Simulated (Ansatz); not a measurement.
# BH2− (triplet): wave-function methods side by side, aug-cc-pVTZ

One table from this session's results is given with a row withheld; the runs are named, their logs left out.

Method: aug-cc-pVTZ, core rule «outside noble gas», up to 1 orbitals frozen; program: Ansatz 0.2.0, Gaussian basis.

The runs, in order: UHF; CCSD(T) on ROHF; CCSD(T) on UHF; BCCD(T) on ROHF; CCSDT(Q) on ROHF; CCSDT(Q) on UHF; CASSCF and MRCISD+Q, 6 electrons in 6 orbitals; CASSCF and NEVPT2, 6 electrons in 6 orbitals.

7 further runs of the same task are left out: 1 that didn't finish, 6 set aside as unsound or not needed.

**What is computed**

The geometry is a PBE0/def2-TZVPD stationary point (not a proven minimum).

3 atoms, charge -1, spin multiplicity 3.

Atoms are counted from 1 here; the program's logs count them from 0.

Bond lengths: B1–H2 1.209 Å, B1–H3 1.209 Å. Angles: H2–B1–H3 128.9°.

The first run:

File in.yaml:

```yaml
crystal:
  periodic: [false, false, false]
  atoms:
    - {symbol: B, position_ang: [0.000000, -0.081894, 0.000000]}
    - {symbol: H, position_ang: [0.000000, 0.439190, -1.091073]}
    - {symbol: H, position_ang: [0.000000, 0.439190, 1.091073]}
basis:
  gaussian: {orbitals: aug-cc-pVTZ}
total_charge: -1
magnetization: {spin_polarized: true, initial_magnetization: 2}
hamiltonian: {xc: hf}
output: {orbitals: {seedname: orbitals}}
```

Run with:

```console
> ansatz run in.yaml --threads 1 --pin off --events-out ev --progress --plain --max-ram 3968MiB --backend cpu
```

Among the steps run: UHF; CCSD(T) on ROHF; CCSD(T) on UHF; BCCD(T) on ROHF; CCSDT(Q) on ROHF; CCSDT(Q) on UHF; CASSCF and MRCISD+Q, 6 electrons in 6 orbitals; CASSCF and NEVPT2, 6 electrons in 6 orbitals.

One table of the session follows, with a row left open; its other results are not shown here.

```
          method  from UCCSDT(Q) (meV)
            ROHF               +3542.8
             UHF               +3482.3
            RMP2                +653.5
            UMP2                +643.8
           RCCSD                +134.3
           UCCSD                +132.9
        RCCSD(T)                 +23.8
        UCCSD(T)                 +23.3
         BCCD(T)                 +22.9
          RCCSDT                  +4.0
          UCCSDT                  +3.5
       RCCSDT(Q)                  +0.6
       UCCSDT(Q)                     0
  CASSCF valence               +2740.4
  NEVPT2 valence                     ?
  MRCISD valence                +182.3
MRCISD+Q valence                 +33.8
```

Estimate the missing values for NEVPT2 valence.

The run gave: from UCCSDT(Q) (meV): +775.2. In the column «from UCCSDT(Q) (meV)» it lies between RMP2 (+653.5) and CASSCF valence (+2740.4).

Among the levels timed on like hardware and quicker than the yardstick, those that no quicker one beats, quickest first: MRCISD+Q valence (3.3 s, +33.8 meV); UCCSD(T) (8 s, +23.3 meV); BCCD(T) (16 s, +22.9 meV); RCCSDT(Q) (24 s, +0.6 meV).

To keep in mind: Of the multireference levels listed MRCISD+Q valence comes nearest in total energy (+33.8 meV), which doesn't show that its space is the better one. Restricted and unrestricted rows rest on different reference determinants; where their highest levels disagree by more than a few hundredths of an eV, they describe different states and don't form one ladder.
